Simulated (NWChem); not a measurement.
Atomisation of C$_{2}$H$_{3}$

```xyz
5

C      0.2489     0.6801     0.0000
C     -0.1177    -0.5787     0.0000
H     -0.2212     1.6638     0.0000
H     -1.1791    -0.8750     0.0000
H      0.6135    -1.3970     0.0000
```
Charge 0, spin multiplicity 2.

The numbers come from NWChem runs, not from measurements. The geometry was optimised at UPBE0/def2-SVP, a minimum by its harmonic frequencies.

Basis set: def2-TZVP. The atomisation energy is electronic alone: no zero-point, thermal, spin-orbit or counterpoise terms. No value is extrapolated to the basis-set limit. Free atoms are single determinants with multiplicities C 3, H 2. Correlated methods freeze the same cores in atoms and molecule, 2 orbitals in all.

B3LYP has NWChem's definition, with VWN1-RPA local correlation. The structure started from a generated list of species. The unpaired electrons of the parent sit in orbitals of symmetry a' (Cs labels of the run); other states weren't searched. The stability of the SCF solutions was not checked. Open-shell Hartree-Fock references start from PBE0 orbitals. No row is a measurement; the coupled-cluster row has its own basis-set and correlation limits.

```csv
method,atomisation energy (kcal/mol),remark
LDA (SVWN5),506.5,-
PBE,457.5,-
PBE0,449.0,-
B3LYP,446.4,-
r2SCAN,?,-
M06-2X,444.6,-
HF,336.6,spin-contaminated
MP2,426.9,spin-contaminated
CAM-B3LYP,?,-
CCSD(T),429.7,-
```

**Question.** Some entries are withheld; supply them.

**Answer.** 
- r2SCAN, atomisation energy (kcal/mol): 449.5
- CAM-B3LYP, atomisation energy (kcal/mol): 447.1
